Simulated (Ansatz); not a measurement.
# SiH2F2 (SMILES F[SiH2]F): CCSD(T)/aug-cc-pVDZ

Aim: the vertical ionisation energy of SiH2F2 at CCSD(T)/aug-cc-pVDZ, from 2 runs. 

The results are computed with Ansatz 0.2.0.

53 further runs of the same task are left out: 53 set aside as unsound or not needed.

## (1) Starting point

SiH2F2 has 5 atoms, charge 0, and is taken as a singlet. SMILES: `F[SiH2]F`. Geometry: relaxed at PBE0-D4/def2-TZVP.

Bond lengths: F1–Si2 1.586 Å, Si2–F3 1.586 Å, Si2–H4 1.474 Å, Si2–H5 1.474 Å. Angles: F1–Si2–F3 108.0°, F1–Si2–H4 108.5°, F1–Si2–H5 108.5°, F3–Si2–H4 108.5°, F3–Si2–H5 108.5°, H4–Si2–H5 114.6°.

## (2) The energy at CCSD(T)/aug-cc-pVDZ

The input, input.yaml:

```yaml
crystal:
  periodic: [false, false, false]
  atoms:
    - {symbol: F, position_ang: [-1.079010, 0.538200, 0.980720]}
    - {symbol: Si, position_ang: [-0.005220, -0.000540, -0.054090]}
    - {symbol: F, position_ang: [1.247630, -0.520590, 0.766910]}
    - {symbol: H, position_ang: [-0.590470, -1.138740, -0.786300]}
    - {symbol: H, position_ang: [0.427070, 1.121680, -0.907250]}
basis:
  gaussian: {orbitals: aug-cc-pVDZ}
correlation: {method: ccsd_t, frozen_orbitals: {F: 1, H: 0, Si: 5}}
accuracy: high
scf: {omitted_lower_state_checks: [cluster_reference, increment]}
```

On the command line:

```
ansatz run input.yaml --threads 1 --pin off --max-ram 3480MiB --events-out events.jsonl --progress --plain --runs-dir runs
```

Standard output, shortened:

```text
Warning: RAYON_NUM_THREADS=1 ignored (pool sized by the plan → 1); use --threads N
Functional definition: HF
  name "HF"
[...]
1837 factors; integrals over basis functions are off by at most 3.7e-9 eV
[...]
mean field -13309.56337968 eV, -489.1174326571 hartree, gradient 1.3e-8 eV, S^2 0.000000; 0 other end points of the search recorded, 0 dependent functions left out
7 core orbitals not correlated: weight in the atoms' cores, before any rotation towards them, 1.000 or more for the frozen orbitals, at most 0.000 for the correlated occupied ones
reference -13309.56337968 eV, -489.1174326571 hartree; 10, 10 occupied and 74, 74 virtual orbitals, 1837 factors
second order -13.94482781 eV of doubles, -0.00000000 eV of singles
cycle   1  -14.03247116 eV  change   -8.8e-2 eV  update   9.1e-2
[...]
cycle  19  -14.43652603 eV  change   7.5e-12 eV  update   1.5e-9
perturbative correction -0.31413836 eV, -0.0115443717 hartree
Total energy: -13324.31404406 eV, -489.6595095748 hartree
Checks for a lower state left out: cluster_reference, increment
```

Run time: 6.6 s. Hardware: 1 thread of Intel Xeon 6975P-C (Granite Rapids), shared host; peak memory 0.47 GiB.

## (3) The doublet cation, same level

The input, in.yaml:

```yaml
crystal:
  periodic: [false, false, false]
  atoms:
    - {symbol: F, position_ang: [-1.079010, 0.538200, 0.980720]}
    - {symbol: Si, position_ang: [-0.005220, -0.000540, -0.054090]}
    - {symbol: F, position_ang: [1.247630, -0.520590, 0.766910]}
    - {symbol: H, position_ang: [-0.590470, -1.138740, -0.786300]}
    - {symbol: H, position_ang: [0.427070, 1.121680, -0.907250]}
basis:
  gaussian: {orbitals: aug-cc-pVDZ}
magnetization: {spin_polarized: true, initial_magnetization: 1}
correlation: {method: ccsd_t, frozen_orbitals: {F: 1, H: 0, Si: 5}}
scf: {omitted_lower_state_checks: [cluster_reference, increment]}
total_charge: 1
accuracy: high
```

On the command line:

```
ansatz run in.yaml --threads 1 --pin off --max-ram 3480MiB --events-out events.jsonl --progress --plain --runs-dir runs
```

Standard output, shortened:

```text
Warning: RAYON_NUM_THREADS=1 ignored (pool sized by the plan → 1); use --threads N
Functional definition: HF
  name "HF"
[...]
1837 factors; integrals over basis functions are off by at most 3.7e-9 eV
[...]
mean field -13296.89625703 eV, -488.6519244860 hartree, gradient 2.8e-8 eV, S^2 0.801836; 2 other end points of the search recorded, 0 dependent functions left out
7 core orbitals not correlated: weight in the atoms' cores, before any rotation towards them, 1.000 or more for the frozen orbitals, at most 0.000 for the correlated occupied ones
reference -13296.89625703 eV, -488.6519244860 hartree; 10, 9 occupied and 74, 75 virtual orbitals, 1837 factors
second order -13.64844606 eV of doubles, -0.00000000 eV of singles
cycle   1  -13.51143196 eV  change    1.4e-1 eV  update   1.2e-1
[...]
cycle  25  -14.09461895 eV  change  -6.0e-10 eV  update   1.9e-9
perturbative correction -0.39111271 eV, -0.0143731269 hartree
Total energy: -13311.38198869 eV, -489.1842653056 hartree
Checks for a lower state left out: cluster_reference, increment
```

Run time: 18 s. Hardware: 1 thread of Intel Xeon 6975P-C (Granite Rapids), shared host; peak memory 0.84 GiB.

## (4) Outcome

Level: CCSD(T)/aug-cc-pVDZ, 7 core orbitals frozen.

| quantity | value |
| --- | --- |
| singlet SiH2F2: total energy | -489.65951 Eh |
| singlet SiH2F2: correlation energy (7 core orbitals frozen) | -542.1 mEh |
| singlet SiH2F2: (T) correction | -11.54 mEh |
| singlet SiH2F2: T1 diagnostic | 0.013 |
| doublet cation: total energy | -489.18427 Eh |
| doublet cation: correlation energy (7 core orbitals frozen) | -532.3 mEh |
| doublet cation: (T) correction | -14.37 mEh |
| doublet cation: ⟨S²⟩ of the reference determinant | 0.802 |
| doublet cation: T1 diagnostic | 0.030 |
| vertical ionisation energy (to the doublet cation) | 12.932 eV |

In words: The vertical ionisation energy comes to 12.93 eV (298 kcal/mol). The triples (singlet SiH2F2) make up 2.1 % of the correlation energy. The triples (doublet cation) make up 2.7 % of the correlation energy.
